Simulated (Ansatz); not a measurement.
# Black phosphorus under r²SCAN: testing the cold (Marzari-Vanderbilt) smearing

How small must the cold (Marzari-Vanderbilt) smearing width be for energy and pressure to settle? The geometry was relaxed under r²SCAN beforehand and stays fixed; 7 values are run, from 0.01 to 1.0 eV. Wanted are the values from which on the energy stays within 10 and 1 meV/atom, and the pressure within 0.5 GPa, of the narrowest run. Within the series other settings stay. Spin polarisation is left out.

Program: Ansatz 0.2.0. Level of theory: DFT r²SCAN, plane waves with PAW, scalar-relativistic. These are calculated values, not measurements.

1 further run of the same task is left out (set aside as unsound or not needed).

**1. The structure to begin with**

Symmetry: Cmce, No. 64, orthorhombic system. Conventional cell: a = 3.308 Å, b = 10.997 Å, c = 4.547 Å, α = 90.00°, β = 90.00°, γ = 90.00°. P (site symmetry m) is surrounded by 3 P at 2.21 to 2.25 Å.

Structure file:

```cif
data_structure
_symmetry_space_group_name_H-M 'P 1'
_symmetry_Int_Tables_number 1
_cell_length_a 5.7417
_cell_length_b 5.7417
_cell_length_c 4.5469
_cell_angle_alpha 90.000
_cell_angle_beta 90.000
_cell_angle_gamma 146.519
_cell_volume 82.69
loop_
_atom_site_label
_atom_site_type_symbol
_atom_site_fract_x
_atom_site_fract_y
_atom_site_fract_z
_atom_site_occupancy
P1 P 0.09551 0.90449 0.91181 1
P2 P 0.59551 0.40449 0.58819 1
P3 P 0.90449 0.09551 0.08819 1
P4 P 0.40449 0.59551 0.41181 1
```

**2. Run at 0.01 eV**

The run at 0.01 eV.

Input file input.yaml:

```yaml
crystal:
  lattice:
    - [1.653834659, -5.4984059606, 0.0]
    - [1.653834659, 5.4984059606, 0.0]
    - [0.0, 0.0, 4.5468944061]
  atoms:
    - { symbol: P, position: [0.0955109276, 0.9044890724, 0.9118095445] }
    - { symbol: P, position: [0.5955109276, 0.4044890724, 0.5881904555] }
    - { symbol: P, position: [0.9044890724, 0.0955109276, 0.0881904555] }
    - { symbol: P, position: [0.4044890724, 0.5955109276, 0.4118095445] }
hamiltonian:
  xc: r2scan
  pseudopotentials:
    kind: paw
    azcp:
      P: "pseudopotentials/P.paw.azcp"
basis:
  ecutwfc: 500
  fft_grid_basis: typed
kpoints:
  mp_grid: { grid: [10, 10, 7], shift: [0, 0, 0] }
magnetization:
  spin_polarized: false
scf:
  occupations: { method: cold, width: 0.01 }
  lower_state_search: "off"
output:
  stress: true
```

Launch:

```sh
$ ansatz run input.yaml --threads 2 --pin off --max-ram 5120MiB --backend cpu --events-out ev --progress --plain --runs-dir out
```

**3. Run at 0.03 eV**

The run at 0.03 eV.

Edit input.yaml of step 2 so:

```diff
@@ -24,3 +24,3 @@
 scf:
-  occupations: { method: cold, width: 0.01 }
+  occupations: { method: cold, width: 0.03 }
   lower_state_search: "off"
```

**4. Run at 0.1 eV**

The run at 0.1 eV.

Edit input.yaml of step 3 so:

```diff
@@ -24,3 +24,3 @@
 scf:
-  occupations: { method: cold, width: 0.03 }
+  occupations: { method: cold, width: 0.1 }
   lower_state_search: "off"
```

**5. Run at 0.2 eV**

The run at 0.2 eV.

Edit input.yaml of step 4 so:

```diff
@@ -24,3 +24,3 @@
 scf:
-  occupations: { method: cold, width: 0.1 }
+  occupations: { method: cold, width: 0.2 }
   lower_state_search: "off"
```

**6. Run at 0.3 eV**

The run at 0.3 eV.

Edit input.yaml of step 5 so:

```diff
@@ -24,3 +24,3 @@
 scf:
-  occupations: { method: cold, width: 0.2 }
+  occupations: { method: cold, width: 0.3 }
   lower_state_search: "off"
```

**7. Run at 0.6 eV**

The run at 0.6 eV.

Edit input.yaml of step 6 so:

```diff
@@ -24,3 +24,3 @@
 scf:
-  occupations: { method: cold, width: 0.3 }
+  occupations: { method: cold, width: 0.6 }
   lower_state_search: "off"
```

**8. Run at 1.0 eV**

The run at 1.0 eV.

Edit input.yaml of step 7 so:

```diff
@@ -24,3 +24,3 @@
 scf:
-  occupations: { method: cold, width: 0.6 }
+  occupations: { method: cold, width: 1.0 }
   lower_state_search: "off"
```

(Steps that only read results are left out.)

Q: Predict the outcome of this session.

As calculated:

```
                                    quantity         value
E(σ → 0) stays within 10 meV/atom of 0.01 eV  up to 1.0 eV
            E(σ → 0) stays within 1 meV/atom  up to 0.6 eV
               pressure stays within 0.5 GPa  up to 0.6 eV
                         pressure at 0.01 eV     -0.06 GPa
```

**Reading.** The far end, 1.0 eV, lies +5.8 meV/atom and -0.6 GPa from the yardstick. Over the range F shifts by +40.1 meV/atom, while E(σ → 0) shifts by +5.8. While the width stays far under the gap, it changes nothing. The cell taken over is 9 % larger than the measured one (19.03 Å³/atom, COD), which weighs on all values here.
